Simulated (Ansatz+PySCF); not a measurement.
The numbers below are computed, except where a source is named.
## Several solutions for singlet C3H5(+)

```json
{"atom": "C", "x (Å)": "0.0000", "y (Å)": "0.0000", "z (Å)": "-0.5322"}
{"atom": "C", "x (Å)": "0.0000", "y (Å)": "1.2850", "z (Å)": "0.2280"}
{"atom": "C", "x (Å)": "0.0000", "y (Å)": "-1.2850", "z (Å)": "0.2280"}
{"atom": "H", "x (Å)": "0.0000", "y (Å)": "0.0000", "z (Å)": "-1.7144"}
{"atom": "H", "x (Å)": "0.0000", "y (Å)": "2.3321", "z (Å)": "-0.3273"}
{"atom": "H", "x (Å)": "0.0000", "y (Å)": "1.3000", "z (Å)": "1.4133"}
{"atom": "H", "x (Å)": "0.0000", "y (Å)": "-2.3321", "z (Å)": "-0.3273"}
{"atom": "H", "x (Å)": "0.0000", "y (Å)": "-1.3000", "z (Å)": "1.4133"}
```

Basis set: def2-SVP (spherical functions). Charge 1, multiplicity 1.

UHF was run from several starts with Ansatz (development build ahead of 0.2.0) and PySCF 2.14.0.

```
run  program                                 start  converged  energy (hartree)  <S²>
  A   Ansatz               stability test followed        yes        -116.05419  0.41
  B    PySCF                      program defaults        yes        -116.05048  0.00
  C   Ansatz           search for the lowest state        yes        -116.05419  0.41
  D    PySCF    guess atom, instabilities followed        yes        -116.05419  0.41
  E    PySCF      guess 1e, instabilities followed        yes        -116.05419  0.41
  F    PySCF   guess minao, instabilities followed        yes        -116.05419  0.41
  G    PySCF  guess huckel, instabilities followed        yes        -116.05419  0.41
  H   Ansatz               atomic start, no search        yes        -116.05048  0.00
```

Problem. Which runs reached the lowest solution of this kind, and what is wrong with the others?

Solution. A, C, D, E, F, G reached the lowest solution found. Converged but too high: B by 0.10 eV, H by 0.10 eV. Convergence only shows a stationary point, and even a stable one can lie too high; stability tests and further starts are what find lower ones. Caution: the unrestricted determinant is spin contaminated. Caution: the determinant breaks the point group.
